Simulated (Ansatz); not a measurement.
Geometry optimisation of C$_{4}$H$_{6}$O (`CC1=C(O)C1`).

```yaml
crystal:
  periodic: [false, false, false]
  atoms:
    - {symbol: C, position_ang: [-1.162110, 0.577144, -0.996744]}
    - {symbol: C, position_ang: [-0.078866, 0.054593, -0.138412]}
    - {symbol: C, position_ang: [0.469234, -0.326871, 0.993033]}
    - {symbol: O, position_ang: [0.460802, -0.526941, 2.319386]}
    - {symbol: C, position_ang: [1.367876, -0.477438, -0.174492]}
    - {symbol: H, position_ang: [-0.846037, 1.499537, -1.531297]}
    - {symbol: H, position_ang: [-2.071806, 0.819413, -0.410856]}
    - {symbol: H, position_ang: [-1.447399, -0.158880, -1.780030]}
    - {symbol: H, position_ang: [-0.416855, -0.259856, 2.658956]}
    - {symbol: H, position_ang: [2.214709, 0.230858, -0.324912]}
    - {symbol: H, position_ang: [1.575754, -1.488658, -0.594032]}
basis:
  gaussian: {orbitals: def2-TZVP}
hamiltonian: {xc: pbe0, dispersion: d4}
relax: {f_tol: 0.005, max_steps: 150}
```

```sh
$ ansatz run in.yaml --threads 4 --pin off --events-out ev --progress --plain --max-ram 10444MiB
```

Output, abridged:

```
Functional definition: PBE0
mean field -6285.37694762 eV, -230.9833424434 hartree, gradient 2.8e-5 eV, S^2 0.000000; 0 other end points of the search recorded, 0 dependent functions left out
relax step   1: F+E_penalty+E_count = -6285.52735434 eV  Δ(F+E_penalty+E_count) = +0.000e0 eV  max|allowed force component| = 1.186e0 eV/Å  Δτ_max = 0.0000 Å  (28 SCF iters, accepted)
mean field -6285.43194746 eV, -230.9853636503 hartree, gradient 2.3e-5 eV, S^2 0.000000; 0 other end points of the search recorded, 0 dependent functions left out
relax step   2: F+E_penalty+E_count = -6285.58323440 eV  Δ(F+E_penalty+E_count) = -5.588e-2 eV  max|allowed force component| = 3.367e-1 eV/Å  Δτ_max = 0.0232 Å  (32 SCF iters, accepted)
mean field -6285.43692335 eV, -230.9855465111 hartree, gradient 2.2e-5 eV, S^2 0.000000; 0 other end points of the search recorded, 0 dependent functions left out
relax step   3: F+E_penalty+E_count = -6285.58854574 eV  Δ(F+E_penalty+E_count) = -5.311e-3 eV  max|allowed force component| = 4.180e-2 eV/Å  Δτ_max = 0.0094 Å  (33 SCF iters, accepted)
mean field -6285.43700644 eV, -230.9855495645 hartree, gradient 2.2e-5 eV, S^2 0.000000; 0 other end points of the search recorded, 0 dependent functions left out
relax step   4: F+E_penalty+E_count = -6285.58862005 eV  Δ(F+E_penalty+E_count) = -7.431e-5 eV  max|allowed force component| = 2.095e-2 eV/Å  Δτ_max = 0.0018 Å  (33 SCF iters, accepted)
mean field -6285.43706244 eV, -230.9855516223 hartree, gradient 2.2e-5 eV, S^2 0.000000; 0 other end points of the search recorded, 0 dependent functions left out
relax step   5: F+E_penalty+E_count = -6285.58866421 eV  Δ(F+E_penalty+E_count) = -4.416e-5 eV  max|allowed force component| = 9.544e-3 eV/Å  Δτ_max = 0.0032 Å  (33 SCF iters, accepted)
mean field -6285.43707048 eV, -230.9855519181 hartree, gradient 2.2e-5 eV, S^2 0.000000; 0 other end points of the search recorded, 0 dependent functions left out
relax step   6: F+E_penalty+E_count = -6285.58866590 eV  Δ(F+E_penalty+E_count) = -1.692e-6 eV  max|allowed force component| = 7.519e-3 eV/Å  Δτ_max = 0.0015 Å  (33 SCF iters, accepted)
mean field -6285.43707403 eV, -230.9855520482 hartree, gradient 2.2e-5 eV, S^2 0.000000; 0 other end points of the search recorded, 0 dependent functions left out
relax step   7: F+E_penalty+E_count = -6285.58867267 eV  Δ(F+E_penalty+E_count) = -6.763e-6 eV  max|allowed force component| = 6.090e-3 eV/Å  Δτ_max = 0.0008 Å  (33 SCF iters, accepted)
mean field -6285.43707716 eV, -230.9855521633 hartree, gradient 2.2e-5 eV, S^2 0.000000; 0 other end points of the search recorded, 0 dependent functions left out
relax step   8: F+E_penalty+E_count = -6285.58867868 eV  Δ(F+E_penalty+E_count) = -6.013e-6 eV  max|allowed force component| = 2.273e-3 eV/Å  Δτ_max = 0.0020 Å  (33 SCF iters, accepted)
mean field -6285.43707716 eV, -230.9855521633 hartree, gradient 2.2e-5 eV, S^2 0.000000; 1 other end points of the search recorded, 0 dependent functions left out
Total energy: -6285.58871038 eV, -230.9911245813 hartree
Atom 0 at    -1.153115     0.571975    -0.988717 Å, force    -0.000040     0.000013     0.000313 eV/Å
Atom 1 at    -0.076675     0.047058    -0.138668 Å, force     0.000538    -0.000083     0.000745 eV/Å
Atom 2 at     0.463052    -0.321737     0.973127 Å, force    -0.000338     0.000048    -0.002273 eV/Å
Atom 3 at     0.448280    -0.518992     2.290472 Å, force     0.000136     0.000051     0.001218 eV/Å
Atom 4 at     1.359986    -0.474270    -0.176025 Å, force    -0.000149    -0.000039     0.000070 eV/Å
Atom 5 at    -0.833798     1.480419    -1.508880 Å, force     0.000282     0.000118     0.000123 eV/Å
Atom 6 at    -2.044233     0.810941    -0.404367 Å, force    -0.000206    -0.000151    -0.000119 eV/Å
Atom 7 at    -1.435011    -0.154653    -1.757083 Å, force     0.000002     0.000025    -0.000173 eV/Å
Atom 8 at    -0.412328    -0.256619     2.635772 Å, force    -0.000165     0.000085     0.000231 eV/Å
Atom 9 at     2.186105     0.228413    -0.322085 Å, force    -0.000198     0.000221    -0.000121 eV/Å
Atom 10 at     1.563038    -1.469634    -0.582946 Å, force     0.000139    -0.000289    -0.000015 eV/Å
Dipole moment:    -0.419241     0.150039     0.022921 e Å
```

It took 17 s on 4 threads of an Arm Neoverse V2 on a shared host, with 0.43 GiB of host memory at the peak.
